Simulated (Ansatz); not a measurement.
# SiH2S2: small, medium and large basis sets

The task here is to estimate one member of a computed series from the others.

Program: Ansatz 0.2.0, Gaussian basis. Level of theory: one geometry, several basis sets. These are calculated values, not measurements.

Levels to be run: PBE0-D4/def2-SVP; ωB97M-V/def2-SVP; PBE0-D4/def2-QZVPP; ωB97M-V/def2-QZVPP; the functionals' def2-TZVPP values are taken from earlier runs.

## Structure used throughout

The geometry comes from an earlier relaxation with PBE0-D4 in a triple-zeta def2 set; it is a stationary point.

SMILES `S[Si]S`, 5 atoms, charge 0, spin multiplicity 1.

Atoms are counted from 1 here; the program's logs count them from 0.

Bond lengths: S1–Si2 2.140 Å, S1–H4 1.344 Å, Si2–S3 2.145 Å, S3–H5 1.346 Å. Angles: Si2–S1–H4 94.8°, S1–Si2–S3 98.2°, Si2–S3–H5 101.2°.

The first run:

in.yaml

```yaml
crystal:
  periodic: [false, false, false]
  atoms:
    - {symbol: S, position_ang: [-0.640745, -1.023810, -0.541210]}
    - {symbol: Si, position_ang: [-0.655197, 0.968948, 0.237815]}
    - {symbol: S, position_ang: [1.426535, 1.117331, 0.734166]}
    - {symbol: H, position_ang: [-1.954748, -1.042157, -0.825099]}
    - {symbol: H, position_ang: [1.874053, -0.093912, 0.352928]}
basis:
  gaussian: {orbitals: def2-SVP}
hamiltonian: {xc: pbe0, dispersion: d4}
output: {orbitals: {seedname: orbitals}}
```

Steps of the session up to this table: PBE0-D4 in def2-SVP; ωB97M-V in def2-SVP; PBE0-D4 in def2-QZVPP; ωB97M-V in def2-QZVPP.

One of the session's tables, all rows but one given; the rest of the session is left out.

It belongs to the step «Density functionals: the series». 

| functional | basis | HOMO (eV) | LUMO (eV) |
| --- | --- | --- | --- |
| PBE0-D4 | def2-SVP | -7.06 | -2.10 |
| PBE0-D4 | def2-TZVPP | -7.10 | -2.18 |
| PBE0-D4 | def2-QZVPP | -7.13 | -2.23 |
| ωB97M-V | def2-SVP | -9.04 | -0.07 |
| ωB97M-V | def2-TZVPP | -9.12 | -0.23 |
| ωB97M-V | def2-QZVPP | ? | ? |

**Question.** Estimate the row for ωB97M-V, def2-QZVPP.

The run gave: HOMO (eV): -9.16; LUMO (eV): -0.32. In the column «HOMO (eV)» it is the lowest.
